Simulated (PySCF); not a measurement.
Reaction (SMILES): FOF + H+ → [OH+](F)F
B3LYP-D3(BJ)/def2-TZVP geometries, fixed; electronic energies without zero-point terms; positive where energy is released.

Effect of the atomic grid (radial, angular points) at M06-2X/def2-SVP with PySCF, against the last row, where the proton affinity is 110.31 kcal/mol. The proton sits at the site shown, which need not be the one that binds it best. Cost is core time over that of atom_grid: 50, 194, unpruned, rough, on shared machines of one kind.

```tsv
setting	grid points, largest species	largest shift of a total energy (mEh)	shift of the proton affinity (kcal/mol)	cost
atom_grid: 30, 110, unpruned	13200	6.568	0.042	0.5×
atom_grid: 50, 194, unpruned	38800	0.273	-0.191	1×
atom_grid: 75, 302, unpruned	90600	0.096	-0.105	2×
atom_grid: 99, 590, unpruned	233640	-0.017	0.002	3×
atom_grid: 150, 974, unpruned	584400	0.000	0.000	7×
```

Within 0.1 kcal/mol in the proton affinity: atom_grid: 30, 110, unpruned; atom_grid: 99, 590, unpruned. The largest shift is 6.568 mEh in a total energy and 0.191 kcal/mol in the difference.
